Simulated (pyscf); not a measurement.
Optimised with ωB97X-D3(BJ)/def2-SVP in PySCF.

Problem. PBE/def2-TZVP puts the barrier of HO–AsH₂ (SMILES O[AsH2]) + GaH₃ (SMILES [GaH3]) → AsH₃ (SMILES [AsH3]) + HO–GaH₂ (SMILES [OH][GaH2]) (four-centre exchange; singlet surface; As–O, Ga–H broken, As–H, Ga–O formed) at 0.3 kcal/mol and the reaction energy at -25.2 kcal/mol, from the separated reactants. What do r²SCAN/def2-TZVP, PBE0-D3(BJ)/def2-TZVP, ωB97M-D3(BJ)/def2-TZVP give on the same structures?

Solution. r²SCAN: ΔE‡ = -0.5 kcal/mol, ΔE = -26.5 kcal/mol; PBE0-D3(BJ): ΔE‡ = 0.7 kcal/mol, ΔE = -25.1 kcal/mol; ωB97M-D3(BJ): ΔE‡ = 4.8 kcal/mol, ΔE = -24.4 kcal/mol. PBE's barrier lies among them. Its reaction energy lies among theirs. On the reactant side the descent ends in an adduct with a Ga–O contact, 18.2 kcal/mol under the separated species and 19.2 kcal/mol under the saddle at ωB97X-D3(BJ)/def2-TZVP. At r²SCAN the saddle lies under the separated reactants, which points to a path from their complex (located at ωB97X-D3(BJ) alone). What is counted as formed (Ga–O) is already present as a longer contact in the reactant adduct; forming that adduct is a step of its own. At ωB97X-D3(BJ)/def2-TZVP the barrier from the zero used here is 1.0 kcal/mol. One saddle was located; it need not be the lowest between these sides. Elements up to Kr have no core potential and no relativistic terms here.
